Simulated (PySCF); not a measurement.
Stepwise substitution at one centre (C Cl-H). Isolated molecules, 0 K electronic values unless said otherwise. Strings in code marks are SMILES.

The T1 excitation (TDA) from two functionals at the same geometries (PBE0-D4/def2-TZVP), both in PySCF: PBE-D3(BJ)/def2-TZVP and B3LYP-D3(BJ)/def2-TZVP. B3LYP has the VWN-RPA correlation part, as in Gaussian. Excitations are Tamm–Dancoff values on a coarser integration grid. The basis has no diffuse functions, so Rydberg states are missing or too high.

```
species                                    PBE-D3(BJ)/def2-TZVP (eV)
-----------------------------------------  -------------------------
0 of 4 Cl replaced by H (`ClC(Cl)(Cl)Cl`)                       4.87
1 of 4 Cl replaced by H (`ClC(Cl)Cl`)                           5.31
2 of 4 Cl replaced by H (`C(Cl)Cl`)                             5.87
3 of 4 Cl replaced by H (`CCl`)                                 6.36
```

**Question.** What does B3LYP-D3(BJ)/def2-TZVP give for each?

**Answer.** 
- 0 of 4 Cl replaced by H (`ClC(Cl)(Cl)Cl`): 5.35
- 1 of 4 Cl replaced by H (`ClC(Cl)Cl`): 5.72
- 2 of 4 Cl replaced by H (`C(Cl)Cl`): 6.23
- 3 of 4 Cl replaced by H (`CCl`): 6.59
Over these rows, drawn at random from the members with no instability flagged (it was tested for open shells, ions and some series alone), PBE minus B3LYP-D3(BJ): mean -0.37 eV, from -0.48 eV to -0.23 eV.
